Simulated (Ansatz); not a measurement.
Ansatz (a quantum-chemistry and plane-wave program) input (PBE/6-31G*):

Ansatz 0.2 input:
```yaml
crystal:
  periodic: [false, false, false]
  atoms:
    - {symbol: N, position_ang: [-0.01174600, 0.81294500, 0.09531200]}
    - {symbol: N, position_ang: [-0.00018200, -0.67601700, -0.08700100]}
    - {symbol: H, position_ang: [-0.81512900, 1.06903100, -0.49699100]}
    - {symbol: H, position_ang: [-0.03991300, -1.09453700, 0.84806000]}
    - {symbol: H, position_ang: [0.93854200, -0.93299000, -0.40924300]}
basis:
  gaussian:
    orbitals: 6-31G*
hamiltonian:
  xc: {name: PBE}
total_charge: -1
output: {forces: true}
```

Output:

```
Functional definition: PBE
integrals: 0.01 GiB planned
373 factors; integrals over basis functions are off by at most 8.0e-4 eV
mean field: 0.06 GiB planned
mean field evaluation 1: about -3019.9229 eV, gradient 2.5e1 eV
mean field evaluation 2: about -2985.7723 eV, gradient 8.5e1 eV
mean field evaluation 4: about -3021.0614 eV, gradient 9.7e0 eV
mean field evaluation 8: about -3021.2917 eV, gradient 1.5e-1 eV
mean field -3021.29175877 eV, -111.0304242299 hartree, gradient 3.9e-5 eV, S^2 0.000000; 0 other end points of the search recorded, 0 dependent functions left out
the calculation of the forces begins
reference -3021.29177640 eV, -111.0304248775 hartree; 9, 9 occupied and 27, 27 virtual orbitals, 373 factors
Total energy: -3021.29177640 eV, -111.0304248775 hartree
Atom 0 at    -0.011746     0.812945     0.095312 Å, force     0.807014    -0.153568     0.608301 eV/Å
Atom 1 at    -0.000182    -0.676017    -0.087001 Å, force    -1.035791     0.822685    -0.700366 eV/Å
Atom 2 at    -0.815129     1.069031    -0.496991 Å, force    -0.702455     0.031425    -0.542625 eV/Å
Atom 3 at    -0.039913    -1.094537     0.848060 Å, force     0.160368    -0.400669     0.709585 eV/Å
Atom 4 at     0.938542    -0.932990    -0.409243 Å, force     0.770864    -0.299873    -0.074895 eV/Å
Dipole moment:     0.078619    -0.523869    -0.006128 e Å
```

The dipole moment of an ion depends on the origin.

The geometry given is a B3LYP-D3(BJ)/def2-TZVP minimum.
